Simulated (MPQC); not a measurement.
**One shape, several levels: C2H2O (ethynol)**

We compute a comparison of 6 runs (HF/STO-3G, HF/3-21G, HF/def2-SVP, B3LYP/6-31G*, B3LYP/def2-SVP, PBE0/def2-SVP) of C2H2O (ethynol). 

Program for the calculation: MPQC 2.3.1.

1 further run of the same task is left out (set aside as unsound or not needed).

## 1. Starting point

C2H2O has 5 atoms, charge 0, and is taken as a singlet. SMILES: `C#CO`. Geometry: relaxed at GFN2-xTB.

Bond lengths: C1–C2 1.196 Å, C2–O3 1.304 Å, C1–H4 1.045 Å, O3–H5 0.964 Å. Angles: C1–C2–O3 177.7°, C2–C1–H4 178.6°, C2–O3–H5 110.9°.

## 2. Energy and gradient at HF/STO-3G (run 1)

Contents of input.in:

```
molecule<Molecule>: (
   symmetry = c1
   unit = angstrom
   { atoms geometry } = {
      C  [ -1.027280 0.044850 -0.434280 ]
      C  [ 0.001350 -0.053960 0.167580 ]
      O  [ 1.096070 -0.176010 0.866400 ]
      H  [ -1.937530 0.117130 -0.942490 ]
      H  [ 1.867400 0.067990 0.342800 ]
   }
)
basis<GaussianBasisSet>: (
   name = "STO-3G"
   molecule = $:molecule
   basisdir = "."
   puream = yes
)
mpqc: (
   checkpoint = no
   savestate = no
   restart = no
   do_energy = yes
   do_gradient = yes
   optimize = no
   mole<CLHF>: (
      molecule = $:molecule
      basis = $:basis
      total_charge = 0
      memory = 1000000000
      print_evals = yes
      print_npa = yes
      maxiter = 120
      value_accuracy = 1e-08
      guess_wavefunction<CLHF>: (
         molecule = $:molecule
         total_charge = 0
         memory = 1000000000
         value_accuracy = 1e-3
         basis<GaussianBasisSet>: (
            name = "STO-3G"
            molecule = $:molecule
         )
      )
   )
)
```

The basis set STO-3G is read from a file made from the Basis Set Exchange's data (not shown).

On the command line:

```sh
$ mpqc input.in > input.out
```

Standard output:

```text
MPQC: Massively Parallel Quantum Chemistry
[...]
  LUMO is    12   A =   0.400738
  total scf energy = -149.6860138113
[...]
Value of the MolecularEnergy: -149.6860138113
  Gradient of the MolecularEnergy:
      1   -0.0802087965
      2    0.0088679045
      3   -0.0496268814
      4    0.1094567175
      5   -0.0149084925
      6    0.0774236623
      7   -0.0235610481
      8    0.0174081768
      9   -0.0606684527
     10    0.0146678869
     11   -0.0016438310
     12    0.0089390130
[...]
      symmetry = c1
[...]
```

Run time: 0.14 s. Hardware: 1 thread of Arm Neoverse V2, shared host.

## 3. Energy and forces at HF/3-21G (run 2)

Contents of mol.in:

```
% emacs should use -*- KeyVal -*- mode
molecule<Molecule>: (
   symmetry = c1
   unit = angstrom
   { atoms geometry } = {
      C  [ -1.027280 0.044850 -0.434280 ]
      C  [ 0.001350 -0.053960 0.167580 ]
      O  [ 1.096070 -0.176010 0.866400 ]
      H  [ -1.937530 0.117130 -0.942490 ]
      H  [ 1.867400 0.067990 0.342800 ]
   }
)
basis<GaussianBasisSet>: (
   name = "3-21G"
   molecule = $:molecule
   basisdir = "."
   puream = yes
)
mpqc: (
   checkpoint = no
   savestate = no
   restart = no
   do_energy = yes
   do_gradient = yes
   optimize = no
   mole<CLHF>: (
      molecule = $:molecule
      basis = $:basis
      total_charge = 0
      memory = 1000000000
      print_evals = yes
      print_npa = yes
      maxiter = 120
      value_accuracy = 1e-08
      guess_wavefunction<CLHF>: (
         molecule = $:molecule
         total_charge = 0
         memory = 1000000000
         value_accuracy = 1e-3
         basis<GaussianBasisSet>: (
            name = "MINI (Huzinaga)"
            molecule = $:molecule
         )
      )
   )
)
```

The basis set 3-21G is read from a file made from the Basis Set Exchange's data (not shown).

On the command line:

```sh
$ mpqc mol.in > mol.out
```

Standard output:

```text
MPQC: Massively Parallel Quantum Chemistry
[...]
  LUMO is    12   A =   0.221275
  total scf energy = -150.8254369037
[...]
Value of the MolecularEnergy: -150.8254369037
  Gradient of the MolecularEnergy:
      1   -0.0278498696
      2    0.0027300358
      3   -0.0148847094
      4    0.0471354294
      5   -0.0013407400
      6    0.0169296953
      7   -0.0111856291
      8   -0.0003162573
      9   -0.0021917429
     10    0.0022866629
     11   -0.0007607749
     12    0.0022598805
[...]
      symmetry = c1
[...]
```

It took 0.42 s on 1 thread of Arm Neoverse V2, shared host.

Runs 3 to 5 aren't shown in full; the table further down has their settings and results.

## 4. Energy and forces at PBE0/def2-SVP (run 6)

Contents of mol.in:

```
molecule<Molecule>: (
   symmetry = c1
   unit = angstrom
   { atoms geometry } = {
      C  [ -1.027280     0.044850    -0.434280 ]
      C  [ 0.001350    -0.053960     0.167580 ]
      O  [ 1.096070    -0.176010     0.866400 ]
      H  [ -1.937530     0.117130    -0.942490 ]
      H  [ 1.867400     0.067990     0.342800 ]
   }
)
basis<GaussianBasisSet>: (
   name = "def2-SVP"
   molecule = $:molecule
   basisdir = "."
   puream = yes
)
mpqc: (
   checkpoint = no
   savestate = no
   restart = no
   do_energy = yes
   do_gradient = yes
   optimize = no
   mole<CLKS>: (
      molecule = $:molecule
      basis = $:basis
      total_charge = 0
      memory = 1000000000
      print_evals = yes
      print_npa = yes
      maxiter = 120
      value_accuracy = 1e-08
      functional<SumDenFunctional>: (
         a0 = 0.25
         coefs = [ 0.75 1 ]
         funcs: [ <PBEXFunctional>: () <PBECFunctional>: () ]
      )
      integrator<RadialAngularIntegrator>: ( grid = xfine )
      guess_wavefunction<CLHF>: (
         molecule = $:molecule
         total_charge = 0
         memory = 1000000000
         value_accuracy = 1e-3
         basis<GaussianBasisSet>: (
            name = "STO-2G"
            molecule = $:molecule
         )
      )
   )
)
```

The basis set def2-SVP is read from a file made from the Basis Set Exchange's data (not shown).

On the command line:

```sh
$ mpqc mol.in > mol.out
```

Standard output:

```text
MPQC: Massively Parallel Quantum Chemistry
[...]
  Integrated electron density error = -0.000388586598
  iter     1 energy = -151.9896401017 delta = 1.53623e-01
  Integrated electron density error = 0.000003285392
  iter     2 energy = -152.2411831377 delta = 8.86941e-02
[...]
  Integrated electron density error = 0.000000109651
  iter    12 energy = -152.2506129609 delta = 8.57543e-08
  Integrated electron density error = 0.000000109652
  iter    13 energy = -152.2506129609 delta = 3.88009e-08
  Integrated electron density error = 0.000000109652
  iter    14 energy = -152.2506129609 delta = 1.90634e-08
[...]
  LUMO is    12   A =   0.038457
  total scf energy = -152.2506129609
[...]
  Integrated electron density error = 0.000000109422
  Total Gradient:
[...]
Value of the MolecularEnergy: -152.2506129609
  Gradient of the MolecularEnergy:
      1    0.0053129580
      2   -0.0001426451
      3    0.0023432399
      4   -0.0299257339
      5    0.0021525963
      6   -0.0156864339
      7    0.0054242080
      8    0.0008868237
      9   -0.0011545842
     10    0.0200060972
     11   -0.0019636760
     12    0.0118625472
[...]
        symmetry = c1
[...]
```

Run time: 15 s. Hardware: 1 thread of Arm Neoverse V2, shared host; peak memory 0.14 GiB.

## 5. The series

```tsv
run	level	starting guess	integration grid	energy (Eh)	HOMO energy (eV)	LUMO energy (eV)	HOMO–LUMO gap (eV)	wall time
1	HF/STO-3G	STO-3G	–	-149.686014	-8.06	10.90	18.96	0.14 s
2	HF/3-21G	MINI (Huzinaga)	–	-150.825437	-10.16	6.02	16.18	0.42 s
3	HF/def2-SVP	huckel STO-3G	–	-151.552284	-10.29	4.32	14.61	2.1 s
4	B3LYP/6-31G* (spherical functions)	STO-3G	xfine	-152.527654	-6.59	1.12	7.71	12 s
5	B3LYP/def2-SVP	STO-2G	xfine	-152.426866	-6.86	0.62	7.48	14 s
6	PBE0/def2-SVP	STO-2G	xfine	-152.250613	-7.17	1.05	8.22	15 s
```

## 6. Outcome

```
                       quantity          value
            run 6: total energy  -152.25061 Eh
             run 6: HOMO energy       -7.17 eV
             run 6: LUMO energy        1.05 eV
           run 6: HOMO–LUMO gap        8.22 eV
run 6: largest force on an atom     1.741 eV/Å
```

**Reading.** The HOMO–LUMO gap runs from 7.48 eV (B3LYP/def2-SVP) to 18.96 eV (HF/STO-3G). The two ends differ in method and basis. Totals of different functionals can't be ranked against each other. In run 1 the basis is minimal, so the values are rough. All runs together took 43 s, the longest 15 s.
